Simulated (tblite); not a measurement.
Species: C₄H₆FN.
Bonds: N1–C2 (double), C2–C3, C3–C4, C4–F5, C4–C6, C2–C6. Hydrogens: H7 on N1; H8, H9 on C3; H10 on C4; H11, H12 on C6.

Computed with GFN2-xTB (tblite), gas phase: Langevin dynamics at 300 K from the optimised GFN2-xTB geometry, time step 0.5 fs, friction 0.01 fs⁻¹, 2000 steps.

Start geometry:
```
atom  x, y, z in Å
N1      1.985   -0.886   -0.015
C2      0.850   -0.374    0.033
C3     -0.497   -1.022    0.192
C4     -1.139    0.328   -0.164
F5     -2.042    0.791    0.760
C6      0.237    1.009   -0.106
H7      2.758   -0.240   -0.156
H8     -0.700   -1.320    1.219
H9     -0.706   -1.861   -0.468
H10    -1.637    0.368   -1.136
H11     0.356    1.615    0.791
H12     0.535    1.592   -0.976
```

The statistics below take the 31 frames saved every 25 fs from 250 to 1000 fs; their kinetic temperature (all 3N coordinates) averages 304 K.

Problem. How do the bond lengths spread?

Solution. 
```json
{"bond": "N1=C2", "start (Å)": "1.246", "mean (Å)": "1.248", "standard deviation (Å)": "0.019", "shortest (Å)": "1.216", "longest (Å)": "1.285"}
{"bond": "C2–C3", "start (Å)": "1.504", "mean (Å)": "1.504", "standard deviation (Å)": "0.034", "shortest (Å)": "1.446", "longest (Å)": "1.593"}
{"bond": "C3–C4", "start (Å)": "1.537", "mean (Å)": "1.545", "standard deviation (Å)": "0.035", "shortest (Å)": "1.478", "longest (Å)": "1.595"}
{"bond": "C4–F5", "start (Å)": "1.372", "mean (Å)": "1.378", "standard deviation (Å)": "0.030", "shortest (Å)": "1.321", "longest (Å)": "1.451"}
{"bond": "C4–C6", "start (Å)": "1.536", "mean (Å)": "1.547", "standard deviation (Å)": "0.036", "shortest (Å)": "1.477", "longest (Å)": "1.634"}
{"bond": "C2–C6", "start (Å)": "1.519", "mean (Å)": "1.523", "standard deviation (Å)": "0.035", "shortest (Å)": "1.440", "longest (Å)": "1.620"}
{"bond": "N1–H7", "start (Å)": "1.018", "mean (Å)": "1.023", "standard deviation (Å)": "0.020", "shortest (Å)": "0.980", "longest (Å)": "1.070"}
{"bond": "C3–H8", "start (Å)": "1.089", "mean (Å)": "1.092", "standard deviation (Å)": "0.025", "shortest (Å)": "1.050", "longest (Å)": "1.146"}
{"bond": "C3–H9", "start (Å)": "1.087", "mean (Å)": "1.090", "standard deviation (Å)": "0.025", "shortest (Å)": "1.038", "longest (Å)": "1.156"}
{"bond": "C4–H10", "start (Å)": "1.093", "mean (Å)": "1.101", "standard deviation (Å)": "0.035", "shortest (Å)": "1.043", "longest (Å)": "1.157"}
{"bond": "C6–H11", "start (Å)": "1.089", "mean (Å)": "1.093", "standard deviation (Å)": "0.027", "shortest (Å)": "1.033", "longest (Å)": "1.147"}
{"bond": "C6–H12", "start (Å)": "1.088", "mean (Å)": "1.093", "standard deviation (Å)": "0.026", "shortest (Å)": "1.030", "longest (Å)": "1.145"}
```

Problem. How widely does the potential energy scatter, against a harmonic estimate?

Solution. Mean 0.44 eV above the start, standard deviation 0.115 eV, range 0.23 to 0.68 eV. For 30 classical harmonic modes at 300 K the canonical values are 30kT/2 = 0.39 eV and kT·√(30/2) = 0.100 eV.

The run is classical and short, so these are rough statistics of one trajectory.

The cost below is that of the whole dynamics run. Time: 7.8 s of wall time; peak memory 0.18 GiB. Hardware: one thread, Intel Xeon Platinum 8375C at 2.90 GHz (x86_64), no GPU, shared host with 64 logical CPUs at a one-minute load of 23.
